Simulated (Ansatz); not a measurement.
Geometry optimisation, Ansatz 0.2.0, RKS PBE/def2-SVPD.

The input (input.yaml):

```yaml
crystal:
  periodic: [false, false, false]
  atoms:
    - { symbol: Si, position_ang: [0.222705, 0.0, 0.037228] }
    - { symbol: Cl, position_ang: [0.8224, 0.0, 2.059193] }
    - { symbol: H, position_ang: [1.610168, 0.0, -0.422646] }
    - { symbol: H, position_ang: [-0.551736, 1.238429, -0.287888] }
    - { symbol: H, position_ang: [-0.551736, -1.238429, -0.287888] }
basis:
  gaussian: { orbitals: def2-SVPD }
hamiltonian:
  xc: pbe
relax:
  f_tol: 0.03
  max_steps: 50
```

Run as:

```bash
$ ansatz run input.yaml --threads 1 --pin off --max-ram 2048MiB --backend cpu --events-out ev --progress --plain --runs-dir out
```

Q: Where does it end, and by what steps?

A: The forces met the threshold. After 3 steps the energy has fallen by 0.174 eV; H3 moved furthest, 0.22 Å.

```csv
step,energy less start (eV),largest force component (eV/Å),accepted
0,0.0000,0.988,yes
1,-0.1645,0.333,yes
2,-0.1658,0.541,yes
3,-0.1738,0.016,yes
```

```xyz
5
Properties=species:S:1:pos:R:3
Si 0.284 0.000 0.081
Cl 0.679 0.000 2.143
H 1.597 0.000 -0.640
H -0.504 1.233 -0.243
H -0.504 -1.233 -0.243
```

Whether the end is a true minimum wasn't checked by a vibrational analysis.

Run time: 11 s on 1 thread of Intel(R) Xeon(R) Platinum 8259CL CPU @ 2.50GHz (Skylake/Cascade Lake) (shared host), peak memory 0.14 GiB.
